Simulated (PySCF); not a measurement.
CH3, SMILES [CH3] (connectivity only; charge and spin as stated), charge +1, multiplicity 1. Geometry optimised at B3LYP-D3(BJ)/def2-TZVPD. The spin state was assumed, not searched. The isomer is the one that the SMILES or the coordinates give; other isomers of the formula were not compared.

TDDFT-ωB97X/def2-TZVPD (PySCF 2.14.0) puts the lowest singlet excitations at 6.09, 6.09, 15.15, 15.15, 15.18, 16.50 eV.

What are the lowest excitation roots from ADC(3)/aug-cc-pVDZ in PySCF? (An estimate is asked for; the answer gives what the named calculation found.)

6.02, 6.02, 12.98, 12.98, 15.31, 15.31 eV. S1 differs by -0.07 eV (second minus first; roots are paired by order, and the bases may differ).
